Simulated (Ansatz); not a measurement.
`N=C(F)CO` → `C/N=C(/O)F`  (isomerisation)

Computed with Ansatz on PBE0-D4/def2-TZVP structures; ΔE is electronic, products minus reactants. CCSD(T)/CBS is the MP2 limit (def2-TZVPP, def2-QZVPP) plus CCSD(T) − MP2 in def2-TZVPP, frozen cores. DFT in def2-TZVPP. Each species was taken in one conformer, which may not be the lowest.

`N=C(F)CO`:

Cartesian coordinates in Å:
```
N -0.551 -0.433 1.618
C -0.692 0.240 0.582
F -1.779 1.004 0.438
C 0.198 0.367 -0.622
O 1.300 -0.493 -0.570
H 0.337 -0.930 1.573
H -0.414 0.225 -1.522
H 0.578 1.392 -0.659
H 1.022 -1.373 -0.838
```

`C/N=C(/O)F`:

Cartesian coordinates in Å:
```
C 0.803 -1.041 -0.246
N 0.372 0.184 0.381
C -0.707 0.717 0.069
O -1.188 1.841 0.588
F -1.573 0.269 -0.833
H 0.952 -1.803 0.523
H 1.771 -0.876 -0.725
H 0.105 -1.429 -0.993
H -0.537 2.138 1.236
```

| species | PBE energy (Eh) |
| --- | --- |
| `N=C(F)CO` | -308.21682 |
| `C/N=C(/O)F` | -308.22740 |

Q: Work out ΔE.

A: ΔE = (-308.22740) − (-308.21682) = -0.01058 Eh = -27.8 kJ/mol. CCSD(T)/CBS gives -17.8 kJ/mol.

Largest T1 diagnostic among the species: 0.012.

At CCSD(T), def2-SVP lies −16.2 kJ/mol from the extrapolated value and def2-TZVPP −2.1 kJ/mol. Leaving LDA and LC-ωPBE aside and taking each functional with its dispersion term where it has one, the values, not all of them listed here, spread over 6.6 kJ/mol, from r2SCAN-D4 to ωB97M-V. LDA lies −5.9 kJ/mol from PBE without D4.
